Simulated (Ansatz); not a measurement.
# H₂S (triplet): the correlation ladder at distance H1–H2 along a hydrogen transfer = 0.783 Å, cc-pVDZ

Aim: climb from Hartree-Fock through coupled cluster and multireference methods for H₂S (triplet) at one geometry and basis, and see what each rung misses.

Method: cc-pVDZ, core rule «outside noble gas», up to 5 orbitals frozen; program: Ansatz 0.2.0, Gaussian basis.

To be run: UHF; CCSD(T) on ROHF; CCSD(T) on UHF; BCCD(T) on ROHF; CISD; CCSDT(Q) on ROHF; CCSDT(Q) on UHF; CCSDTQ on ROHF; CCSDTQ on UHF; CASSCF and MRCISD+Q, 4 electrons in 4 orbitals; CASSCF and NEVPT2, 4 electrons in 4 orbitals; CASSCF and MRCISD+Q, 8 electrons in 6 orbitals; CASSCF and MRCISD+Q(relaxed), 8 electrons in 6 orbitals; CASSCF and NEVPT2, 8 electrons in 6 orbitals; Full CI.

## 1. The system

The geometry derives from fragments relaxed apart (PBE0/def2-TZVP) and kept rigid, so it is no stationary point. A hydrogen atom is moved between rigid fragments.

3 atoms, charge 0, spin multiplicity 3.

Atoms are counted from 1 here; the program's logs count them from 0.

Bond lengths: H1–H2 0.783 Å, H2–S3 1.609 Å. Angles: H1–H2–S3 180.0°.

## 2. UHF

Contents of in.yaml:

```yaml
crystal:
  periodic: [false, false, false]
  atoms:
    - {symbol: H, position_ang: [0.000000, 0.000000, -1.058333]}
    - {symbol: H, position_ang: [0.000000, 0.000000, -0.275333]}
    - {symbol: S, position_ang: [0.000000, 0.000000, 1.333667]}
basis:
  gaussian: {orbitals: cc-pVDZ}
magnetization: {spin_polarized: true, initial_magnetization: 2}
hamiltonian: {xc: hf}
output: {orbitals: {seedname: orbitals}}
```

The run is started by

```console
$ ansatz run in.yaml --threads 1 --pin off --events-out ev --progress --plain --max-ram 4096MiB --backend cpu
```

After this run come: CCSD(T) on ROHF; CCSD(T) on UHF; BCCD(T) on ROHF; CISD; CCSDT(Q) on ROHF; CCSDT(Q) on UHF; CCSDTQ on ROHF; CCSDTQ on UHF; CASSCF and MRCISD+Q, 4 electrons in 4 orbitals; CASSCF and NEVPT2, 4 electrons in 4 orbitals; CASSCF and MRCISD+Q, 8 electrons in 6 orbitals; CASSCF and MRCISD+Q(relaxed), 8 electrons in 6 orbitals; CASSCF and NEVPT2, 8 electrons in 6 orbitals; Full CI.

Q: Predict the results of all the runs planned. Wanted: FCI below the RHF energy; RMP2 from FCI; UMP2 from FCI; RCCSD from FCI; RCCSD(T) from FCI; UCCSD(T) from FCI; RCCSDT(Q) from FCI; UCCSDT(Q) from FCI; NEVPT2 pair from FCI.

**Answer**, as computed:

| quantity | value |
| --- | --- |
| FCI below the RHF energy | -4.2825 eV |
| RMP2 from FCI | +17.83 kcal/mol |
| UMP2 from FCI | +18.25 kcal/mol |
| RCCSD from FCI | +1.84 kcal/mol |
| RCCSD(T) from FCI | +0.38 kcal/mol |
| UCCSD(T) from FCI | +0.38 kcal/mol |
| RCCSDT(Q) from FCI | +0.01 kcal/mol |
| UCCSDT(Q) from FCI | 0.00 kcal/mol |
| NEVPT2 pair from FCI | +16.22 kcal/mol |
| MRCISD+Q pair from FCI | -0.36 kcal/mol |
| NEVPT2 valence from FCI | +20.27 kcal/mol |
| levels within 1 kcal/mol (43 meV) | RCCSD(T), UCCSD(T), BCCD(T), RCCSDT, UCCSDT, RCCSDT(Q), UCCSDT(Q), RCCSDTQ, UCCSDTQ, MRCISD+Q pair, MRCISD+Q valence, MRCISD+Q(relaxed) valence |
| T1 diagnostic | 0.021 |
| effectively unpaired electrons | 2.03 |

**Reading.** RCCSD(T) misses by +0.38 kcal/mol, 0.4 % of the correlation energy. MRCISD+Q pair, MRCISD+Q valence, MRCISD+Q(relaxed) valence fall below full CI: the +Q correction isn't variational, and the cores differ from full CI's. One determinant dominates. Of the multireference levels listed MRCISD+Q valence comes nearest in total energy (-0.35 kcal/mol), which doesn't show that its space is the better one. These misses are within one basis, not against nature; the frozen cores of restricted and unrestricted runs differ, which can shift their rows.
